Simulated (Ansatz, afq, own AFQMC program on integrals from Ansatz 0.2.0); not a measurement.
# H₃O+ (singlet): quantum Monte Carlo beside coupled cluster at distance O1–H4 = 1.550 Å, 6-31G

One table from this session's results is given with a row withheld; the runs are named, their logs left out.

Program: Ansatz 0.2.0, Gaussian basis, and an in-house AFQMC program (afq) on its integrals; all values are calculated. Level of theory: 6-31G, frozen cores. These are calculated values, not measurements.

To be run: Full CI; PBE (unrestricted); r2SCAN (unrestricted); PBE0 (unrestricted); B3LYP (unrestricted); wB97M-V (unrestricted); B2PLYP (unrestricted); CCSD(T) on RHF; CCSDT(Q) on RHF; CCSDTQ on RHF; Phaseless AFQMC, CISD trial on RHF; UHF.

2 further runs of the same task are left out: 2 that didn't finish.

## The system

The geometry derives from a PBE0/def2-TZVP stationary point (not a proven minimum). One bond is set to the value named and the two fragments are kept rigid.

4 atoms, charge 1, spin multiplicity 1.

Atoms are counted from 1 here; the program's logs count them from 0.

Bond lengths: O1–H2 0.978 Å, O1–H3 0.978 Å. Angles: H2–O1–H3 113.0°.

The first run:

Contents of in.yaml:

```yaml
crystal:
  periodic: [false, false, false]
  atoms:
    - {symbol: O, position_ang: [0.014408, 0.025350, -0.050102]}
    - {symbol: H, position_ang: [0.955282, 0.039623, 0.217126]}
    - {symbol: H, position_ang: [-0.469294, 0.834875, 0.209821]}
    - {symbol: H, position_ang: [-0.714695, -1.276887, 0.368334]}
basis:
  gaussian: {orbitals: 6-31G}
total_charge: 1
correlation: {method: fci, electrons: outside_noble_gas}
```

On the command line:

```console
$ ansatz run in.yaml --threads 1 --pin off --events-out ev --progress --plain --max-ram 1382MiB
```

Steps of the session up to this table: Full CI; PBE (unrestricted); r2SCAN (unrestricted); PBE0 (unrestricted); B3LYP (unrestricted); wB97M-V (unrestricted); B2PLYP (unrestricted); CCSD(T) on RHF; CCSDT(Q) on RHF; CCSDTQ on RHF; Phaseless AFQMC, CISD trial on RHF; UHF.

One of the session's tables, all rows but one given; the rest of the session is left out.

It belongs to the step «AFQMC on the ladder». On the RHF determinant, counted from full CI (exact for this spin and basis):

| level | from full CI (meV) |
| --- | --- |
| HF | +4228.7 |
| MP2 | +291.1 |
| CCSD | +73.7 |
| CCSD(T) | +19.0 |
| CCSDT(Q) | -1.1 |
| CCSDTQ | +0.6 |
| full CI | 0.0 |
| Phaseless AFQMC, CISD trial, step 0.005, 200 walkers | ? |

Q: Estimate the row for Phaseless AFQMC, CISD trial, step 0.005, 200 walkers from the others.

As computed: from full CI (meV): +5.2. In the column «from full CI (meV)» it lies between CCSDTQ (+0.6) and CCSD(T) (+19.0).

Caveats from the session: On RHF the phaseless walk with the CISD trial lies +5.2 meV from full CI, within three error bars.
